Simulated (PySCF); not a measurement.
Compound: sulfuric acid, H2O4S.
Cartesian coordinates in Å at the PBE0-D3(BJ)/def2-TZVP level; atoms count from 1:
```
atom  x, y, z in Å
O1    -0.6372   -0.6372   -1.4187
S2    -0.2994   -0.3270   -0.0788
O3    -0.8666   -0.9705    1.0480
O4    -0.5156    1.2311    0.0686
O5     1.2653   -0.4638    0.0900
H6    -0.6010    1.4465    1.0075
H7     1.6866   -0.3080   -0.7666
```

Linear response at PBE0/aug-cc-pVTZ (PySCF, frozen core in the response, non-relativistic). The structure is a single PBE0-D3(BJ)/def2-TZVP conformer in the gas phase; no vibrational or solvent corrections.

Static isotropic polarisability: 35.44 au (5.25 Å³), principal values 34.0, 34.4, 37.8 au.

Q: What is the polarisability at 1064 nm and at the sodium D line?

A: 35.62 au at 1064 nm (+0.5 %), 36.05 au at 589.3 nm (+1.7 %). The rise at 589.3 nm is 3.32 times that at 1064 nm; a pure ω² law gives 3.26. The lowest singlet lies at 160 nm, shorter than both wavelengths.

Q: What is the isotropic C6 coefficient between two such molecules, C6 = (3/π)∫α(iω)² dω?

A: 664.2 au (Eh·bohr⁶) by a ten-point quadrature over imaginary frequencies, which is 397 eV·Å⁶ or 38.3 J·nm⁶/mol.

Q: Which effective excitation energy ω̄ makes London's formula C6 = (3/4)α²ω̄ exact here?

A: ω̄ = 4·C6/(3α²) = 0.705 Eh = 19.2 eV. A one-pole form α(ω) = α/(1 − ω²/ω̄²) fitted to the 1064 nm value gives 16.2 eV.

Q: What n − 1 at the D line would an ideal gas of it have at 273.15 K and 1 atm (2.6868 × 10¹⁹ cm⁻³), by n − 1 = 2π·N·α′?

A: 9.02 × 10⁻⁴, a formal value whether or not that pressure can be reached.

Q: How anisotropic is the static polarisability, by Δα² = ½[(α1 − α2)² + (α2 − α3)² + (α3 − α1)²]?

A: Δα = 3.6 au, or 0.10 of the isotropic value.

Q: What molar refraction at the D line follows from R = (4π/3)·N_A·α′, with α′ the polarisability volume?

A: α′ = 5.34 Å³ gives R = 13.48 cm³/mol, for isolated, non-vibrating species.

Q: What three-body coefficient follows from the one-pole estimate C9 = (3/4)·α·C6?

A: 17700 au. This is an estimate from the two numbers above, not a computed integral.

Q: The lowest 10 singlets have (eV, f): 7.76, 0.004; 8.02, 0.002; 8.14, 0.001; 8.63, 0.001; 8.86, 0.006; 9.05, 0.003; 9.31, 0.066; 9.46, 0.094; 9.71, 0.008; 9.77, 0.002. What share of the static polarisability do they carry in the sum over states α = Σ f/ω²?

A: 1.60 au, 4.5 % of α; the largest term, 0.78 au, is that of the state at 9.46 eV. Their oscillator strengths add up to 0.19. Higher states carry the rest.

Q: How many electrons N does the Slater–Kirkwood formula C6 = (3/4)·√N·α^(3/2) need to give this C6?

A: N = (4·C6/3)²/α³ = 17.6; the species has 50 electrons in all.

The run took 24 s of wall time on one thread of an Intel Xeon 6975P-C, shared host, and the process peaked at 0.87 GiB of memory. This is the whole response run at PBE0/aug-cc-pVTZ, SCF included.
